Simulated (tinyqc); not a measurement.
Worked calculation: MP2 on RHF in the sto-6g basis, for H2O, spin multiplicity 1. One step of it, computed by the program tinyqc.

Question. Second-order Moller-Plesset energy. E2 = sum_ijab (ia|jb) [2 (ia|jb) - (ib|ja)] / (e_i + e_j - e_a - e_b) over occupied i, j and virtual a, b; the opposite-spin part is (ia|jb)^2 / denominator, the rest is same-spin, and SCS-MP2 scales them by 6/5 and 1/3.

orbital energies (hartree): MO1 -20.528625, MO2 -1.238302, MO3 -0.553546, MO4 -0.467100, MO5 -0.399168, MO6 0.514388, MO7 0.592165

Two-electron integrals over orbitals (pq|rs), unique and non-zero (hartree):
```
(11|11) 4.763086    (21|11) -0.434784   (21|21) 0.064123    (22|11) 1.028789
(22|21) -0.015476   (22|22) 0.728223    (31|31) 0.011514    (32|31) 0.017486
(32|32) 0.133914    (33|11) 0.785603    (33|21) -0.004471   (33|22) 0.630807
(33|33) 0.611236    (41|11) 0.184683    (41|21) -0.025050   (41|22) 0.014214
(41|33) 0.005732    (41|41) 0.026570    (42|11) -0.156063   (42|21) 0.009335
(42|22) -0.017015   (42|33) 0.002875    (42|41) 0.016952    (42|42) 0.128647
(43|31) -0.003344   (43|32) 0.023232    (43|43) 0.054513    (44|11) 0.944063
(44|21) -0.011676   (44|22) 0.661506    (44|33) 0.578447    (44|41) -0.009054
(44|42) -0.094882   (44|44) 0.713632    (51|51) 0.026666    (52|51) 0.032842
(52|52) 0.148746    (53|53) 0.027733    (54|51) -0.012902   (54|52) -0.046920
(54|54) 0.050833    (55|11) 1.117096    (55|21) -0.011441   (55|22) 0.753846
(55|33) 0.616091    (55|41) 0.004594    (55|42) -0.081300   (55|44) 0.695899
(55|55) 0.880663    (61|11) -0.212694   (61|21) 0.033790    (61|22) -0.001297
(61|33) 0.000931    (61|41) 0.001118    (61|42) 0.021549    (61|44) -0.017060
(61|55) -0.005142   (61|61) 0.030057    (62|11) 0.286169    (62|21) -0.006632
(62|22) 0.138328    (62|33) 0.074435    (62|41) 0.019027    (62|42) 0.027667
(62|44) 0.065549    (62|55) 0.146630    (62|61) 0.010227    (62|62) 0.099283
(63|31) 0.003244    (63|32) -0.031156   (63|43) -0.033012   (63|63) 0.067488
(64|11) 0.259511    (64|21) -0.002863   (64|22) 0.118086    (64|33) 0.050042
(64|41) -0.000116   (64|42) -0.054165   (64|44) 0.131194    (64|55) 0.143848
(64|61) -0.002339   (64|62) 0.057897    (64|64) 0.095275    (65|51) 0.013395
(65|52) 0.051943    (65|54) 0.004050    (65|65) 0.035521    (66|11) 0.814372
(66|21) -0.007788   (66|22) 0.611129    (66|33) 0.562777    (66|41) 0.018808
(66|42) 0.047655    (66|44) 0.554692    (66|55) 0.591391    (66|61) 0.009320
(66|62) 0.100107    (66|64) 0.052414    (66|66) 0.598527    (71|31) 0.014966
(71|32) 0.021566    (71|43) -0.004470   (71|63) 0.003795    (71|71) 0.019483
(72|31) 0.014522    (72|32) 0.049298    (72|43) -0.034398   (72|63) 0.032354
(72|71) 0.018082    (72|72) 0.064991    (73|11) 0.366530    (73|21) -0.006888
(73|22) 0.153364    (73|33) 0.090368    (73|41) -0.000626   (73|42) -0.083399
(73|44) 0.140181    (73|55) 0.197315    (73|61) -0.006092   (73|62) 0.069930
(73|64) 0.099827    (73|66) 0.044038    (73|73) 0.160932    (74|31) -0.009039
(74|32) -0.076462   (74|43) -0.010709   (74|63) 0.050353    (74|71) -0.011595
(74|72) -0.015349   (74|74) 0.073383    (75|53) 0.023710    (75|75) 0.023881
(76|31) 0.007851    (76|32) 0.086152    (76|43) 0.058120    (76|63) -0.059506
(76|71) 0.009742    (76|72) -0.008588   (76|74) -0.061789   (76|76) 0.110779
(77|11) 0.829267    (77|21) -0.008129   (77|22) 0.608783    (77|33) 0.591427
(77|41) 0.003931    (77|42) -0.012868   (77|44) 0.580332    (77|55) 0.605328
(77|61) -0.003231   (77|62) 0.062220    (77|64) 0.043857    (77|66) 0.560086
(77|73) 0.083847    (77|77) 0.597787
```

Hartree-Fock energy = -75.66972622 hartree

Give: Terms; Pair energies; MP2 correlation energy; SCS-MP2 correlation energy; MP2 total energy.

Answer.

Terms:
```
i  j  a  b  (ia|jb)  (ib|ja)  denominator       term
3  3  7  7   0.1609   0.1609      -2.2914    -0.0113
3  4  7  6   0.0998   0.0504      -2.1272    -0.0070
4  3  6  7   0.0998   0.0504      -2.1272    -0.0070
4  4  6  6   0.0953   0.0953      -1.9630    -0.0046
2  2  6  6   0.0993   0.0993      -3.5054    -0.0028
2  3  6  7   0.0699   0.0324      -2.8984    -0.0026
3  2  7  6   0.0699   0.0324      -2.8984    -0.0026
4  4  7  7   0.0734   0.0734      -2.1185    -0.0025
3  3  6  6   0.0675   0.0675      -2.1359    -0.0021
4  2  6  6   0.0579   0.0579      -2.7342    -0.0012
2  4  6  6   0.0579   0.0579      -2.7342    -0.0012
2  2  7  7   0.0650   0.0650      -3.6609    -0.0012
5  5  6  6   0.0355   0.0355      -1.8271    -0.0007
5  5  7  7   0.0239   0.0239      -1.9827  -2.88e-04
2  4  7  7  -0.0153  -0.0153      -2.8897  -8.15e-05
4  2  7  7  -0.0153  -0.0153      -2.8897  -8.15e-05
2  3  7  6   0.0324   0.0699      -2.8984   5.83e-05
3  2  6  7   0.0324   0.0699      -2.8984   5.83e-05
1  1  6  6   0.0301   0.0301     -42.0860  -2.15e-05
4  3  7  6   0.0504   0.0998      -2.1272  -2.08e-05
3  4  6  7   0.0504   0.0998      -2.1272  -2.08e-05
1  2  7  7   0.0181   0.0181     -22.9513  -1.42e-05
2  1  7  7   0.0181   0.0181     -22.9513  -1.42e-05
1  1  7  7   0.0195   0.0195     -42.2416  -8.99e-06
1  4  7  7  -0.0116  -0.0116     -22.1801  -6.06e-06
4  1  7  7  -0.0116  -0.0116     -22.1801  -6.06e-06
2  1  6  6   0.0102   0.0102     -22.7957  -4.59e-06
1  2  6  6   0.0102   0.0102     -22.7957  -4.59e-06
3  1  7  6  -0.0061   0.0038     -22.1887  -4.39e-06
1  3  6  7  -0.0061   0.0038     -22.1887  -4.39e-06
3  1  6  7   0.0038  -0.0061     -22.1887  -2.34e-06
1  3  7  6   0.0038  -0.0061     -22.1887  -2.34e-06
4  1  6  6  -0.0023  -0.0023     -22.0245  -2.48e-07
1  4  6  6  -0.0023  -0.0023     -22.0245  -2.48e-07
```

Pair energies (hartree; pair i-j sums ij and ji):
```
pair  opposite spin  same spin
1-1       -3.05e-05     0.0000
2-1       -3.77e-05     0.0000
2-2         -0.0040     0.0000
3-1       -4.64e-06  -8.81e-06
3-2         -0.0041    -0.0010
3-3         -0.0134     0.0000
4-1       -1.26e-05     0.0000
4-2         -0.0026     0.0000
4-3         -0.0118    -0.0023
4-4         -0.0072     0.0000
5-5         -0.0010     0.0000
```

MP2 correlation energy = -0.047380 hartree

SCS-MP2 correlation energy = -0.054010 hartree

MP2 total energy = -75.717106 hartree
